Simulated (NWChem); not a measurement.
# hydrogen chloride (HCl); SMILES Cl

All runs: NWChem. Pople sets run with spherical d functions. Structure relaxed at the PBE-D3(BJ)/def2-SVP level. B3LYP is NWChem's, with the RPA form of VWN correlation.

Q: Taking B3LYP/6-311++G** as the yardstick, which of these has the fewest basis functions while keeping “dipole (D)” within 0.2 D of it: B3LYP/3-21G; B3LYP/STO-3G; B3LYP/6-31+G*; B3LYP/6-31G*; B3LYP/6-311G**?

A: B3LYP/6-31G*.
| level | basis functions | dipole (D) |
|---|---|---|
| B3LYP/STO-3G | 10 | 1.66 |
| B3LYP/3-21G | 15 | 1.76 |
| B3LYP/6-31G* | 20 | 1.47 |
| B3LYP/6-31+G* | 24 | 1.51 |
| B3LYP/6-311G** | 32 | 1.43 |
| B3LYP/6-311++G** | 37 | 1.41 |

The yardstick is one finite set, not the basis-set limit.
